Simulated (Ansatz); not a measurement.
**How methods differ on C2F3 (trifluorovinyl radical)**

C2F3 has 5 atoms, charge 0, and is taken as a doublet. SMILES: `F[C]=C(F)F`. Geometry: optimised at B3LYP/def2-SVP.

| atom | x (Å) | y (Å) | z (Å) |
| --- | --- | --- | --- |
| F | 0.5828 | -1.0384 | 1.5220 |
| C | 0.5099 | 0.0372 | 0.7914 |
| C | -0.1287 | 0.2495 | -0.3476 |
| F | -0.8541 | -0.6531 | -0.9879 |
| F | -0.1099 | 1.4049 | -0.9778 |

Each level gives the dissociation energy of the F4–C3 bond into doublet F and singlet C2F2 (shapes relaxed at B3LYP/def2-SVP, no zero-point term) (eV). The values are calculated.

```json
{"level": "UHF/def2-SVP", "kind": "Hartree–Fock", "program": "Ansatz", "value (eV)": "2.58", "less CCSD(T)/def2-SVP": "-0.43"}
{"level": "UPBE/def2-SVP", "kind": "GGA", "program": "Ansatz", "value (eV)": "3.76", "less CCSD(T)/def2-SVP": "+0.75"}
{"level": "U-r2SCAN/def2-SVP", "kind": "meta-GGA", "program": "Ansatz", "value (eV)": "3.73", "less CCSD(T)/def2-SVP": "+0.72"}
{"level": "UB3LYP/def2-SVP", "kind": "global hybrid", "program": "Ansatz", "value (eV)": "3.41", "less CCSD(T)/def2-SVP": "+0.40"}
{"level": "UB2PLYP/def2-SVP", "kind": "double hybrid", "program": "Ansatz", "value (eV)": "3.21", "less CCSD(T)/def2-SVP": "+0.20"}
{"level": "RPA@PBE/def2-SVP", "kind": "RPA", "program": "Ansatz", "value (eV)": "2.63", "less CCSD(T)/def2-SVP": "-0.38"}
{"level": "UMP2/def2-SVP", "kind": "perturbation theory", "program": "Ansatz", "value (eV)": "2.78", "less CCSD(T)/def2-SVP": "-0.23"}
{"level": "UCCSD(T)/def2-SVP", "kind": "coupled cluster or CI", "program": "Ansatz", "value (eV)": "3.01", "less CCSD(T)/def2-SVP": "0.00"}
```

UCCSD(T)/def2-SVP is the highest level here, not the true value. The values span 2.58 to 3.76 eV. Spin contamination of the reference (⟨S²⟩ at least 0.1 too high) touches UHF/def2-SVP, UMP2/def2-SVP, UCCSD(T)/def2-SVP. Hartree–Fock misses the correlation of the electron pair that is broken and comes out low. A fragment with an even electron count was run as a singlet and may have a lower triplet. Measured bond enthalpies also hold zero-point and thermal terms, a few tenths of an eV less.
